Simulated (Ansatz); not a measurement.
# AlGaHCl⁺ (H-bridged), doublet in cc-pVDZ: errors against UCCSDT(Q)

Geometry: that of the AlGaHCl (H-bridged), singlet, kept fixed.

```yaml
atoms:
  - { symbol: Cl, position_ang: [0.0000, 0.1900, 2.8494] }
  - { symbol: Al, position_ang: [0.0000, -0.4735, 0.8266] }
  - { symbol: Ga, position_ang: [0.0000, 0.0705, -1.7658] }
  - { symbol: H, position_ang: [0.0000, 1.1158, -0.2090] }
```

Basis cc-pVDZ; Ansatz 0.2.0. Only valence electrons are correlated (noble-gas cores and the filled d shells of p-block atoms frozen), which leaves 13 electrons in 44 orbitals. Prefix R: restricted or restricted open-shell reference; prefix U: unrestricted. No spin–orbit coupling is included, and no scalar relativity.

Full CI isn't at hand for all of this; UCCSDT(Q) serves as the reference, and is uncertain by about the last step of the cluster series.

```
UHF ⟨S²⟩                          : 0.786
T1 diagnostic (RCCSD)             : 0.0242
largest doubles amplitude (RCCSD) : 0.057
T1 diagnostic (UCCSD)             : 0.0266
```

Problem. From what is known of these methods and the diagnostics, rank them by the size of their error in total energy against UCCSDT(Q) in cc-pVDZ, smallest first (an estimate: the text doesn't fix the numbers).
A. UMP2
B. UCCSD(T)
C. UCCSDT
D. UHF
E. UCCSD

Solution. C (0.58 mEh), B (1.81 mEh), E (8.73 mEh), A (45.23 mEh), D (261.94 mEh).

All errors are against UCCSDT(Q) in cc-pVDZ. Within each family the higher level lies nearer, as is usual though not guaranteed.
